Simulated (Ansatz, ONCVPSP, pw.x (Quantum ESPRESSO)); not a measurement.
## tungsten (W): one change to the ONCV potential, in the atom and in the bcc crystal

tungsten (W), optimised norm-conserving Vanderbilt (ONCV), made with ONCVPSP 4.0.1.1 (patched build) (PBE, scalar-relativistic). Core [Xe] 4f14, reference 5d4 6s2. Waves: 6s: rc 2.85 bohr, ncon 4, nbas 7, qcut 2.4 1/bohr, 2 projectors, debl 3.3 Ha; p scattering state at 0.13 Ha: rc 2.45 bohr, ncon 4, nbas 7, qcut 2.9 1/bohr, 2 projectors, debl 2.7 Ha; 5d: rc 2.80 bohr, ncon 4, nbas 9, qcut 5 1/bohr, 2 projectors, debl 1.7 Ha. Local part: polynomial inside 1.65 bohr (lpopt 5, dvloc0 2 Ha). Core correction: Teter function, fcfact 4, rcfact 1.05.

Change: core [Kr] 4d10 4f14, valence charge 14; reference 5s2 5p6 5d4 6s2; waves now 5s+6s: rc 1.60 bohr, ncon 3, nbas 7, qcut 8.9 1/bohr, 2 projectors; 5p: rc 2.00 bohr, ncon 5, nbas 9, qcut 8.8 1/bohr, 2 projectors, debl 1.7 Ha; 5d: rc 2.40 bohr, ncon 4, nbas 9, qcut 7.5 1/bohr, 2 projectors, debl 2.2 Ha; local potential polynomial inside 1.45 bohr (lpopt 5, dvloc0 -1 Ha).

Cutoffs, loose and tight: the cutoffs (Ha) at which the residual kinetic energy of the hardest occupied pseudo-wave falls to 1 and 0.1 mHa per electron. They do not see the model core or the augmentation charge, which bear on the density cutoff. Test errors are all-electron minus pseudo excitation energies from the reference, over the configurations 5d4 6s1; 5d4 6s0; 5d3 6s0; 5d4 6s1.5; variants that change the core or the reference have their own tests.

Crystal test: bcc W in pw.x 7.5, no spin, 14³ k-points, Fermi–Dirac smearing 0.01 Ry, cutoffs set for each file from its atomic test. The reference is all-electron LAPW (Ansatz 0.2.0) with the same functional, mesh and smearing; V0 and B0 come from Birch–Murnaghan fits to the pressures at five volumes. Errors are pseudo minus all-electron; Δ is the rms difference of the E(V) curves that follow from these fits, minima aligned, over ±6 % about the mean V0. Mesh and smearing are coarse, so the numbers serve the comparison and aren't converged zero-temperature values; the lattice is a test structure that the element need not adopt.

All-electron: a0 = 3.184 Å (V0 = 16.15 Å³/atom), B0 = 300.6 GPa.

Task: Does the change bring the crystal closer to the all-electron result?

Result: The mean pressure error goes from -7.31 to -3.20 GPa, so the change moves the solid closer to the all-electron pressures.

```tsv
quantity	base	changed
outcome (atom)	generated	generated
cutoff, loose (atom)	9.6 Ha	26 Ha
cutoff, tight (atom)	12 Ha	31 Ha
bound ghosts (atom)	none	none
largest test error (meV) (atom)	+132	-1.9
cutoffs in pw.x (Ry)	50/200	75/300
a0 (Å)	3.157	3.173
a0 error (%)	-0.85	-0.36
B0 error (%)	-2.7	+0.1
Δ (meV/atom)	26.9	11.4
mean pressure error (GPa)	-7.31	-3.20
```

Base: The largest radius (2.85 bohr) exceeds half the bond length (2.60 bohr), so the spheres overlap, which is one possible source of error among others. This is a poor potential for the solid. The generator flags a localised state at positive energy (s at 37 eV). The cutoffs count occupied waves only; projector 2 of the p channel, the hardest unoccupied one, needs 36 Ha at the loose tolerance.
